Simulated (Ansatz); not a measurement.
# How methods differ on NaLi (lithium sodium)

NaLi has 2 atoms, charge 0, and is taken as a singlet. SMILES: `[Li][Na]`. The bond length is the measured one. The run starts from this shape.

```xyz
2

Li    0.0000    0.0000    0.0000
Na    0.0000    0.0000    2.8100
```

Each level gives the adiabatic ionisation energy (to the doublet cation, no zero-point term) (eV). The values are calculated.

```tsv
level	kind	program	value (eV)	less CCSD(T)/def2-TZVP	CPU time (all runs)
SVWN5/def2-TZVP	LDA	Ansatz	5.22	+0.27	3.5 s
r2SCAN/def2-TZVP	meta-GGA	Ansatz	4.84	-0.11	12 s
wB97X-V/def2-TZVP	range-separated hybrid	Ansatz	4.95	0.00	24 s
CCSD(T)/def2-TZVP	coupled cluster or CI	Ansatz	4.95	0.00	42 s
```

CCSD(T)/def2-TZVP is the highest level here, not the true value. The values span 4.84 to 5.22 eV. CPU times are rough (shared hosts, several kinds of processor): they show what a rung costs within a factor of a few.
